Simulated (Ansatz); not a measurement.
`CC(=N)Cl` and `N=C(F)Cl` differ in one atom or group.

Ansatz, PBE0-D4/def2-TZVP geometries, multiplicity 1. Each molecule was computed in one conformer, which needn't be the lowest.

```csv
property,`CC(=N)Cl`
zero-point energy (PBE0-D4/def2-TZVP) / kJ/mol,157.5
HOMO–LUMO gap (PBE/def2-TZVPP) / eV,5.29
HOMO–LUMO gap (B3LYP/def2-TZVPP) / eV,7.37
HOMO energy (PBE0/def2-TZVPP) / eV,-8.26
LUMO energy (PBE0/def2-TZVPP) / eV,-0.37
HOMO energy (B3LYP/def2-TZVPP) / eV,-8.00
```

Task: Give the same properties after the change, and the shifts. (Best estimate.)

Result: The calculation gave: 
```csv
property,`N=C(F)Cl`,shift
zero-point energy (PBE0-D4/def2-TZVP) / kJ/mol,64.5,-93.0
HOMO–LUMO gap (PBE/def2-TZVPP) / eV,5.92,0.63
HOMO–LUMO gap (B3LYP/def2-TZVPP) / eV,8.05,0.68
HOMO energy (PBE0/def2-TZVPP) / eV,-9.04,-0.78
LUMO energy (PBE0/def2-TZVPP) / eV,-0.44,-0.07
HOMO energy (B3LYP/def2-TZVPP) / eV,-8.77,-0.77
```

With PBE0 the HOMO falls by 0.78 eV and the LUMO falls by 0.07 eV, so the gap widens by about 0.71 eV. PBE moves the HOMO by -0.70 eV and ωB97M-V by -0.80 eV. The zero-point energy changes by -93.0 kJ/mol with -9 modes.

B3LYP here is the variant with VWN-RPA as its local correlation; programs differ in this.
